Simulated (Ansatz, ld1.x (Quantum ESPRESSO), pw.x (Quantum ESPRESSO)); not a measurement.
# Ba (Z = 56) (bcc): variants of one TM potential in the solid

barium, norm-conserving Troullier–Martins (Kleinman–Bylander form), made with ld1.x (Quantum ESPRESSO) 7.5 (PBE, scalar-relativistic). Core [Xe], reference 5d0 6s2 6p0. Waves: 6p (bound, empty): rc 4.20 bohr; 5d (bound, empty): rc 3.65 bohr; 6s (bound): rc 3.85 bohr. Local part: the s channel. Core correction: a·sin(br)/r model core inside 2.10 bohr.

Crystal test: bcc Ba in pw.x 7.5, no spin, 9³ k-points, Fermi–Dirac smearing 0.01 Ry, cutoffs set for each file from its atomic test. The reference is all-electron LAPW (Ansatz 0.2.0) with the same functional, mesh and smearing; V0 and B0 come from Birch–Murnaghan fits to the pressures at five volumes. Errors are pseudo minus all-electron; Δ is the rms difference of the E(V) curves that follow from these fits, minima aligned, over ±6 % about the mean V0. Mesh and smearing are coarse, so the numbers serve the comparison and aren't converged zero-temperature values; the lattice is a test structure that the element need not adopt.

All-electron: a0 = 5.031 Å (V0 = 63.67 Å³/atom), B0 = 8.4 GPa.

Base: This is a poor potential for the solid.

1 further variants are left out: they gave no file fit for a test, a broken result, the same result as the base, or pressures whose basis-set error rivals the error shown.

| change | cutoffs (Ry) | pw.x | a0 (Å) | a0 error (%) | B0 error (%) | Δ (meV/atom) | mean pressure error (GPa) |
| --- | --- | --- | --- | --- | --- | --- | --- |
| base | 50/200 | converged | 5.111 | +1.59 | +8.7 | 6.0 | +0.47 |
| wave 6p (bound): rc 4.20 bohr becomes 6p (bound): rc 5.96 bohr | 50/200 | converged | 5.108 | +1.53 | +8.2 | 5.7 | +0.45 |
| reference 5d1 6s1 6p0 | 50/200 | converged | 5.053 | +0.43 | +9.0 | 1.6 | +0.12 |
| all radii but the core radius scaled by about 1.12 (s 4.30, p 4.70, d 4.08 bohr) | 50/200 | converged | 5.099 | +1.36 | +8.3 | 5.1 | +0.40 |

Question: Give the row for: core correction a·sin(br)/r model core inside 2.20 bohr.

Answer: pw.x: converged; mean pressure error (GPa): +0.48; a0 (Å): 5.111; a0 error (%): +1.59; B0 error (%): +8.8; Δ (meV/atom): 6.0.
